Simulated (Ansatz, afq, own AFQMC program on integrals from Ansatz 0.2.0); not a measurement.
## GeH5, doublet: AFQMC among the cluster methods

```xyz
6

Ge   -0.0337    0.0000    0.0000
H    -0.5451    1.4466    0.0000
H    -0.5451   -0.7233    1.2528
H    -0.5451   -0.7233   -1.2528
H     1.5007    0.0000    0.0000
H     2.5613    0.0000    0.0000
```

Basis cc-pVTZ. Noble-gas cores (and the filled d shells of Ga–Kr and In–Xe) are frozen. AFQMC by an in-house program on the Cholesky factors that Ansatz 0.2.0 writes for its CCSD(T) run. ph-AFQMC/CISD is guided by a CISD state made of CCSD amplitudes; releasing the constraint for a short imaginary time cuts its bias at the price of noise, slowly where states lie close. Uncertainties: one standard error, sampling alone. No spin–orbit coupling.

Determinant: UHF, the one that the program's search chose, which needn't be the lowest solution. The geometry is a point of a scan.

No full CI on the walks' own integrals is used here; CCSDT(Q) serves as the reference and is uncertain by about the last step of the cluster series.

Cautions: no relativity below Rb; no spin-orbit coupling; inner d shell frozen.

```
T1 diagnostic                               : 0.0151
weight of the determinant in the CISD state : 0.905
⟨S²⟩ of the determinant                     : 0.768
size of the correlated space                : 9 electrons in 99 orbitals
```

```
  level  correlation energy (eV)
    MP2                  -4.0591
   CCSD                  -4.9253
CCSD(T)                  -5.0431
```

Estimate where AFQMC with the constraint released lies against CCSD(T) on the same integrals.

0.82 ± 0.14 mEh below CCSD(T).

Reference: CCSDT(Q), correlation energy -5.069 eV. The released energy is read at 2.40 1/Eh (meV from the phaseless value at times in 1/Eh: -2 ± 3 at 0.24, -7 ± 3 at 0.51, -7.7 ± 2.5 at 0.99, -4 ± 3 at 1.62, -4 ± 4 at 2.40).

```
         level  E − E(reference) (mEh)  share of correlation (%)
       CCSD(T)                    0.94                     99.49
         CCSDT                    0.12                     99.94
 ph-AFQMC/CISD             0.27 ± 0.11                     99.85
released AFQMC             0.12 ± 0.14                     99.93
```

A walk keeps the symmetry of its determinant, which the program's search chose and which needn't be the lowest solution, so a lower state of the same spin and another symmetry isn't excluded. Released energies are given only where the last usable release times agree within the noise; a slower fall can still hide under it.
